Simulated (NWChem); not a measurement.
All runs are NWChem calculations. System: DMSO (C2H6OS), charge 0, spin multiplicity 1, at a geometry optimised with PBE/def2-SVP. Level: MP2/def2-TZVP, 8 core orbitals frozen.

Job file:

```
start mol
memory heap 200 mb stack 900 mb global 1100 mb
geometry units angstroms nocenter noautoz
  C     -0.661296     0.521815    -1.372475
  S      0.503949     0.096677     0.000000
  C     -0.661296     0.521815     1.372475
  O      0.636018    -1.414714     0.000000
  H     -0.137370     0.248382    -2.307720
  H     -0.898249     1.604150    -1.367746
  H     -1.572274    -0.097983    -1.258098
  H     -1.572274    -0.097983     1.258098
  H     -0.137370     0.248382     2.307720
  H     -0.898249     1.604150     1.367746
  symmetry group Cs
end
basis spherical
  * library def2-tzvp
end
scf
  rhf
  nopen 0
  maxiter 100
  thresh 1e-7
  semidirect memsize 60000000 filesize 0
end
mp2
  freeze core 8
end
task mp2 energy
```

Output (cleaned and shortened):

```
             Northwest Computational Chemistry Package (NWChem) 7.3.0
             --------------------------------------------------------

                                NWChem Input Module
                                -------------------

 Scaling coordinates for geometry "geometry" by  1.889725989
 (inverse scale =  0.529177249)

 Turning off AUTOSYM since
 SYMMETRY directive was detected!

                             Geometry "geometry" -> ""
                             -------------------------

 Output coordinates in angstroms (scale by  1.889725989 to convert to a.u.)

  No.       Tag          Charge          X              Y              Z
 ---- ---------------- ---------- -------------- -------------- --------------
    1 C                    6.0000    -0.66129600     0.52181500    -1.37247500
    2 S                   16.0000     0.50394900     0.09667700     0.00000000
    3 C                    6.0000    -0.66129600     0.52181500     1.37247500
    4 O                    8.0000     0.63601800    -1.41471400     0.00000000
    5 H                    1.0000    -0.13737000     0.24838200    -2.30772000
    6 H                    1.0000    -0.89824900     1.60415000    -1.36774600
    7 H                    1.0000    -1.57227400    -0.09798300    -1.25809800
    8 H                    1.0000    -1.57227400    -0.09798300     1.25809800
    9 H                    1.0000    -0.13737000     0.24838200     2.30772000
   10 H                    1.0000    -0.89824900     1.60415000     1.36774600

 Effective nuclear repulsion energy (a.u.)     180.7119133638

            Nuclear Dipole moment (a.u.)
            ----------------------------
        X                 Y               Z
 ---------------- ---------------- ----------------
    -0.0000188973    -0.0000037795     0.0000000000

      Symmetry information
      --------------------

 Group name             Cs
 Group number              2
 Group order               2
 No. of unique centers     6

      Symmetry unique atoms

     1    2    4    5    6    7


 Summary of "ao basis" -> "" (spherical)
 ------------------------------------------------------------------------------
       Tag                 Description            Shells   Functions and Types
 ---------------- ------------------------------  ------  ---------------------
 *                         def2-tzvp                  on all atoms

 Summary of "ao basis" -> "ao basis" (spherical)
 ------------------------------------------------------------------------------
       Tag                 Description            Shells   Functions and Types
 ---------------- ------------------------------  ------  ---------------------
 C                         def2-tzvp                11       31   5s3p2d1f
 S                         def2-tzvp                13       37   5s5p2d1f
 O                         def2-tzvp                11       31   5s3p2d1f
 H                         def2-tzvp                 4        6   3s1p

                                 NWChem SCF Module
                                 -----------------

  ao basis        = "ao basis"
  functions       =   166
  atoms           =    10
  closed shells   =    21
  open shells     =     0
  charge          =   0.00
  wavefunction    = RHF
  use symmetry    = T
  symmetry adapt  = T

 Summary of "ao basis" -> "ao basis" (spherical)
 ------------------------------------------------------------------------------
       Tag                 Description            Shells   Functions and Types
[...]
   Bfn.  Coefficient  Atom+Function         Bfn.  Coefficient  Atom+Function
  ----- ------------  ---------------      ----- ------------  ---------------
     5      3.588416   1 C  s                73     -3.588416   3 C  s
    51      1.369738   2 S  pz              145     -1.352207   7 H  s
   151      1.352207   8 H  s               133     -1.014630   5 H  s
   157      1.014630   9 H  s               139     -0.947635   6 H  s
   163      0.947635  10 H  s                14      0.413654   1 C  pz

 Vector   24  Occ=0.000000D+00  E= 1.739629D-01  Symmetry=a'
              MO Center= -2.8D-01,  2.6D-01, -1.0D-12, r^2= 6.1D+00
   Bfn.  Coefficient  Atom+Function         Bfn.  Coefficient  Atom+Function
  ----- ------------  ---------------      ----- ------------  ---------------
   145     -0.991136   7 H  s               151     -0.991136   8 H  s
    49      0.905367   2 S  px              139      0.892005   6 H  s
   163      0.892005  10 H  s                50     -0.801228   2 S  py
    36     -0.783210   2 S  s               104     -0.768968   4 O  s
    13     -0.724690   1 C  py               81     -0.724690   3 C  py

 center of mass
 --------------
 x =   0.12493315 y =  -0.08422658 z =   0.00000000

 moments of inertia (a.u.)
 ------------------
         381.839555370055          84.094361807780          -0.000000000000
          84.094361807780         336.736356707211           0.000000000000
          -0.000000000000           0.000000000000         269.306605354449

  Mulliken analysis of the total density
  --------------------------------------

    Atom       Charge   Shell Charges
 -----------   ------   -------------------------------------------------------
    1 C    6     6.36   0.85  1.12  0.47  0.74  0.03  1.21  1.48  0.39  0.02  0.05  0.00
    2 S   16    15.39   2.01  0.49  1.48  1.05  0.63  4.17  1.70  0.84  1.96  0.53  0.15  0.33  0.05
    3 C    6     6.36   0.85  1.12  0.47  0.74  0.03  1.21  1.48  0.39  0.02  0.05  0.00
    4 O    8     8.69   0.79  1.18  0.58  0.95  0.39  1.80  2.01  0.95  0.00  0.03  0.00
    5 H    1     0.86   0.26  0.48  0.09  0.02
    6 H    1     0.88   0.26  0.48  0.12  0.02
    7 H    1     0.86   0.26  0.48  0.11  0.02
    8 H    1     0.86   0.26  0.48  0.11  0.02
    9 H    1     0.86   0.26  0.48  0.09  0.02
   10 H    1     0.88   0.26  0.48  0.12  0.02

       Multipole analysis of the density wrt the origin
       ------------------------------------------------

     L   x y z        total         open         nuclear
     -   - - -        -----         ----         -------
     0   0 0 0      0.000000      0.000000     42.000000

     1   1 0 0     -0.908675      0.000000     -0.000019
     1   0 1 0      1.577565      0.000000     -0.000004
     1   0 0 1     -0.000000      0.000000      0.000000

     2   2 0 0    -24.479782      0.000000     68.360413
     2   1 1 0      1.129644      0.000000    -47.143815
     2   1 0 1      0.000000      0.000000      0.000000
     2   0 2 0    -27.948610      0.000000     88.267934
     2   0 1 1     -0.000000      0.000000      0.000000
     2   0 0 2    -21.140192      0.000000    143.422778

                   NWChem MP2 Semi-direct Energy/Gradient Module
                   ---------------------------------------------

  Basis functions       =    166
  Molecular orbitals    =    166
  Frozen core           =      8
  Frozen virtuals       =      0
  Active alpha occupied =     13
  Active beta occupied  =     13
  Active alpha virtual  =    145
  Active beta virtual   =    145
  Use MO symmetry       = T
  Use skeleton AO sym   = T

  AO/Fock/Back tols     =   1.0D-09  1.0D-09  1.0D-09

 GA uses MA = F    GA memory limited = T

 Available:
  local mem=  1.26D+08
 global mem=  1.44D+08
 local disk=  0.00D+00
  mp2_memr nvloc                   145
  nvloc new                   145
   1 passes of  13:        5242880                     150426                  86978810.
   1 passes of  13: M    126147983           G      144124088           F     120905103.

 Semi-direct pass number   1 of   1  for RHF alpha+beta  at       19.5s
  vrange nnbf                 13564
  mp2_eaftype                   331  avail_ma_in_mb                  1099
 EAF : mp2_eaftype filesize         331   43489405.
  mp2_eaf for mointskh                    331
Node 0 wrote    204.5 Mb in      0.2 s     Agg I/O rate:   855.9 Mb/s
 Done moints_semi at       33.6s
  mp2_eaftype                   331  avail_ma_in_mb                   768
 EAF : mp2_eaftype filesize         331   43489405.
  mp2_eaf for kh                   331
 Done maket at       34.1s
 Done multipass loop at       34.1s

          -------------------------------------------
          SCF energy                -551.648281887318
          Correlation energy          -0.763828635543
          Singlet pairs               -0.489392571174
          Triplet pairs               -0.274436064368
          Total MP2 energy          -552.412110522861
          -------------------------------------------

          ---------------------------------------------------
                    Spin Component Scaled (SCS) MP2
          Same spin pairs                     -0.182957376246
          Same spin scaling factor             0.333333333333
          Opposite spin pairs                 -0.580871259297
          Opposite spin scaling fact.          1.200000000000
          SCS-MP2 correlation energy          -0.758031303238
          Total SCS-MP2 energy              -552.406313190556
          ---------------------------------------------------

 -----------------------
 Performance information
 -----------------------

 Timer overhead =  9.56D-08 seconds/call

               Nr. of calls         CPU time (s)                 Wall time (s)                GFlops
             ---------------    -------------------     ------------------------------   -------------------
Name         Min   Avg   Max    Min     Avg     Max     Min     Avg     Max   Mx/calls   Min     Max     Sum
mp2: moin     1     1     1    14.     14.     14.      14.     14.     14.     14.      0.0     0.0     0.0
mp2: make     1     1     1   0.52    0.52    0.52     0.52    0.52    0.52    0.52      0.0     0.0     0.0
mp2: tota     1     1     1    15.     15.     15.      15.     15.     15.     15.      0.0     0.0     0.0

 The average no. of pstat calls per process was 3.00D+00
 with a timing overhead of 2.87D-07s

 Task  times  cpu:       34.1s     wall:       34.1s

 Total times  cpu:       34.1s     wall:       34.1s
```
